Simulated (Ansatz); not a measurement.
## Ba2As: computed properties

The calculation used Ansatz, DFT r2SCAN, scalar-relativistic, plane waves, PAW.

Cutoff 500 eV; k points 10×10×10 on the computed 6-atom cell (Γ-centred); Gaussian smearing, width 0.10 eV; no spin polarisation.

The structure is relaxed at this level of theory with its symmetry kept. Whether it is the stable form of this composition wasn't checked.

```
Ba As
1.0
    -2.51567    2.51567    9.00348
     2.51567   -2.51567    9.00348
     2.51567    2.51567   -9.00348
Ba As
4 2
Direct
  0.50000 0.00000 0.50000
  0.00000 0.50000 0.50000
  0.31634 0.31634 0.00000
  0.68366 0.68366 0.00000
  0.13279 0.13279 0.00000
  0.86721 0.86721 0.00000
```

```
Space group                                                       : I4/mmm (No. 139)
Volume per atom                                                   : 37.99 Å³
Formation energy from the elements' standard states (uncorrected) : -1.055 eV/atom
Generalised Kohn–Sham band gap                                    : none (metal)
Density of states at the Fermi level                              : 2.55 states/eV per cell
Bader charges (e)                                                 : Ba (2 in the cell) 0.72, Ba (2 in the cell) 1.22, As (2 in the cell) -1.94
```

Spin-orbit coupling is left out, which matters for the bands of heavy elements.